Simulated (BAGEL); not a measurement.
# One shape, several levels: singlet [BF2]+

We compute a comparison of 6 runs (HF/STO-3G, HF/3-21G, HF/6-31G*, B3LYP/cc-pVTZ, PBE0/cc-pVTZ, FCI/STO-3G) of singlet [BF2]+. 

The calculation is run with BAGEL 1.2.2.

2 further runs of the same task are left out: 2 set aside as unsound or not needed. Runs told in other sessions of the task aren't counted.

## 1. The molecule

[BF2]+: 3 atoms, total charge +1, spin state singlet. SMILES of the parent species: `F[B]F`. The shape is that of a PBE0-D4/def2-TZVP optimisation. That shape belongs to the parent species and isn't relaxed for this state.

Bond lengths: F1–B2 1.306 Å, B2–F3 1.306 Å. Angles: F1–B2–F3 121.1°.

## 2. The energy at HF/STO-3G (density fitting with qzvpp-jkfit) (run 1)

File hf.json:

```json
{ "bagel" : [

{
  "title" : "molecule",
  "basis" : "sto-3g",
  "df_basis" : "qzvpp-jkfit",
  "angstrom" : true,
  "geometry" : [
    { "atom" : "F", "xyz" : [       0.513100,      -1.044300,       0.160000 ] },
    { "atom" : "B", "xyz" : [       0.279000,       0.240500,       0.181300 ] },
    { "atom" : "F", "xyz" : [      -0.802900,       0.738900,      -0.354600 ] }
  ]
},

{
  "title" : "hf",
  "charge" : 1
},

{
  "title" : "print",
  "file" : "orbitals.molden",
  "orbitals" : true
}

]}
```

The run is started by

```
$ BAGEL_NUM_THREADS=1 BAGEL hf.json > hf.out
```

The program printed:

```text
* using 1 threads per process

  ===============================================================
  ===============================================================

  *** Geometry ***

  { "atom" : "F", "xyz" : [      0.969618,     -1.973441,      0.302356 ] },
  { "atom" : "B", "xyz" : [      0.527234,      0.454479,      0.342607 ] },
  { "atom" : "F", "xyz" : [     -1.517261,      1.396319,     -0.670097 ] },

  Number of auxiliary basis functions:      229

  Since a DF basis is specified, we compute 2- and 3-index integrals:
    o Being stored without compression. Storage requirement is 0.000 GB

  Number of basis functions:       15
  Number of electrons      :       23

    * METHOD: MOLECULE                             0.05

  *** RHF ***

  === Nuclear Repulsion ===
    55.3022842978

      * DIIS with orbital gradients will be used.

  === RHF iteration (sto-3g) ===
      0       -220.09521420          0.04296513           0.00
      1       -220.19122559          0.02233404           0.00
      2       -220.21372292          0.00207562           0.00
      3       -220.21408906          0.00022731           0.00
      4       -220.21409570          0.00006048           0.00
      5       -220.21409621          0.00001840           0.00
      6       -220.21409627          0.00000151           0.00
      7       -220.21409627          0.00000053           0.00
      8       -220.21409627          0.00000012           0.00
      9       -220.21409627          0.00000004           0.00
     10       -220.21409627          0.00000001           0.00
    * SCF iteration converged.

    * Permanent dipole moment:
           (   -0.839905,    -0.779049,    -0.552008) a.u.

    * METHOD: HF                                   0.06

    * METHOD: PRINT                                0.00

  ===============================================================
```

Wall time 0.24 s (1 thread of Arm Neoverse N1, shared host).

## 3. The energy at HF/3-21G (density fitting with qzvpp-jkfit) (run 2)

File job.json:

```json
{ "bagel": [

{
  "title": "molecule",
  "basis": "3-21g",
  "df_basis": "qzvpp-jkfit",
  "angstrom": true,
  "geometry": [
    { "atom": "F", "xyz": [    0.513100,   -1.044300,    0.160000 ] },
    { "atom": "B", "xyz": [    0.279000,    0.240500,    0.181300 ] },
    { "atom": "F", "xyz": [   -0.802900,    0.738900,   -0.354600 ] }
  ]
},
{
  "title": "hf",
  "charge": 1
},
{
  "title": "print",
  "file": "orbitals.molden",
  "orbitals": true
}

]}
```

The run is started by

```
$ BAGEL_NUM_THREADS=1 BAGEL job.json > job.out
```

The program printed:

```text
* using 1 threads per process

  ===============================================================
  ===============================================================

  *** Geometry ***

  { "atom" : "F", "xyz" : [      0.969618,     -1.973441,      0.302356 ] },
  { "atom" : "B", "xyz" : [      0.527234,      0.454479,      0.342607 ] },
  { "atom" : "F", "xyz" : [     -1.517261,      1.396319,     -0.670097 ] },

  Number of auxiliary basis functions:      229

  Since a DF basis is specified, we compute 2- and 3-index integrals:
    o Being stored without compression. Storage requirement is 0.001 GB

  Number of basis functions:       27
  Number of electrons      :       23

    * METHOD: MOLECULE                             0.05

  *** RHF ***

  === Nuclear Repulsion ===
    55.3022842978

      * DIIS with orbital gradients will be used.

  === RHF iteration (3-21g) ===
      0       -221.87195256          0.05061144           0.00
      1       -221.97655255          0.03620837           0.00
      2       -222.02973708          0.00187636           0.00
      3       -222.03008223          0.00033669           0.00
      4       -222.03009715          0.00007005           0.00
      5       -222.03009795          0.00002224           0.00
      6       -222.03009804          0.00000503           0.00
      7       -222.03009804          0.00000130           0.00
      8       -222.03009804          0.00000051           0.00
      9       -222.03009804          0.00000008           0.00
     10       -222.03009804          0.00000003           0.00
     11       -222.03009804          0.00000001           0.00
     12       -222.03009804          0.00000000           0.00
    * SCF iteration converged.

    * Permanent dipole moment:
           (   -1.128192,    -1.046455,    -0.741479) a.u.

    * METHOD: HF                                   0.09

    * METHOD: PRINT                                0.00

  ===============================================================
```

It took 0.28 s on 1 thread of Arm Neoverse N1, shared host.

Runs 3 to 5 aren't shown in full; the table further down has their settings and results.

## 4. The energy at FCI/STO-3G (density fitting with qzvpp-jkfit) (run 6)

File fci.json:

```json
{ "bagel" : [

{
  "title" : "molecule",
  "basis" : "sto-3g",
  "df_basis" : "qzvpp-jkfit",
  "angstrom" : true,
  "geometry" : [
    { "atom" : "F", "xyz" : [       0.513100,      -1.044300,       0.160000 ] },
    { "atom" : "B", "xyz" : [       0.279000,       0.240500,       0.181300 ] },
    { "atom" : "F", "xyz" : [      -0.802900,       0.738900,      -0.354600 ] }
  ]
},

{ "title" : "hf", "charge" : 1 },

{ "title" : "fci", "nstate" : 1, "charge" : 1, "ncore" : 3 }

]}
```

The run is started by

```
$ BAGEL_NUM_THREADS=1 BAGEL fci.json > fci.out
```

The program printed:

```text
* using 1 threads per process

  ===============================================================
  ===============================================================

  *** Geometry ***

  { "atom" : "F", "xyz" : [      0.969618,     -1.973441,      0.302356 ] },
  { "atom" : "B", "xyz" : [      0.527234,      0.454479,      0.342607 ] },
  { "atom" : "F", "xyz" : [     -1.517261,      1.396319,     -0.670097 ] },

  Number of auxiliary basis functions:      229

  Since a DF basis is specified, we compute 2- and 3-index integrals:
    o Being stored without compression. Storage requirement is 0.000 GB

  Number of basis functions:       15
  Number of electrons      :       23

    * METHOD: MOLECULE                             0.05

  *** RHF ***

[... 11 lines left out ...]
    * SCF iteration converged.
[... 1 line left out ...]
    * Permanent dipole moment:
[... 25 lines left out ...]
      0  0      -220.21409627     1.02e-03      0.51
      1  0      -220.32199238     6.06e-04      0.51
      2  0      -220.35175016     2.81e-04      0.51
[... 16 lines of this table left out ...]
     19  0      -220.35930501     1.87e-09      0.52
    ** throwing out 1 trial vectors **
     20  0      -220.35930501     8.24e-10      0.52
    ** throwing out 1 trial vectors **
     21  0      -220.35930501     3.66e-10      0.52
    ** throwing out 1 trial vectors **
     22  0      -220.35930501     1.77e-10      0.52
    ** throwing out 1 trial vectors **
     23  0 *    -220.35930501     8.50e-11      0.48

     * ci vector, state   0, <S^2> = -0.0000
       22222222....     0.9406410853
       22222.222...    -0.1060621272
       22222b22a...    -0.0822280219
       22222a22b...    -0.0822280219
       2222b222.a..    -0.0602454814
       2222a222.b..    -0.0602454814
       222222.2.2..    -0.0562451018

    * METHOD: FCI                                 12.52

  ===============================================================
```

Wall time 13 s (1 thread of Arm Neoverse N1, shared host); peak memory 0.41 GiB.

## 5. The series

| run | level | number of roots | frozen core orbitals | energy (Eh) | HOMO energy (eV) | LUMO energy (eV) | HOMO–LUMO gap (eV) | wall time |
| --- | --- | --- | --- | --- | --- | --- | --- | --- |
| 1 | HF/STO-3G (density fitting with qzvpp-jkfit) | – | – | -220.214096 | -23.83 | -6.71 | 17.12 | 0.24 s |
| 2 | HF/3-21G (density fitting with qzvpp-jkfit) | – | – | -222.030098 | -26.71 | -9.64 | 17.07 | 0.28 s |
| 3 | HF/6-31G* (density fitting with qzvpp-jkfit, spherical functions) | – | – | -223.235069 | -26.68 | -9.38 | 17.31 | 0.34 s |
| 4 | B3LYP/cc-pVTZ (density fitting with qzvpp-jkfit) | – | – | -224.281142 | -20.95 | -13.62 | 7.33 | 2.5 s |
| 5 | PBE0/cc-pVTZ (density fitting with qzvpp-jkfit) | – | – | -224.050614 | -21.26 | -13.21 | 8.05 | 2.5 s |
| 6 | FCI/STO-3G (density fitting with qzvpp-jkfit) | 1 | 3 | -220.359305 | – | – | – | 13 s |

## 6. Summary of results

| quantity | value |
| --- | --- |
| run 6: total energy | -220.35931 Eh |

In words: Against full CI in this basis: HF +145.2 mEh. Over runs 1, 2, 3, 4, 5 the HOMO–LUMO gap runs from 7.33 eV (B3LYP/cc-pVTZ) to 17.31 eV (HF/6-31G*). The two ends differ in method and basis. Totals of different functionals can't be ranked against each other. In runs 1, 6 the basis is minimal, so the values are rough. All runs together took 19 s, the longest 13 s.
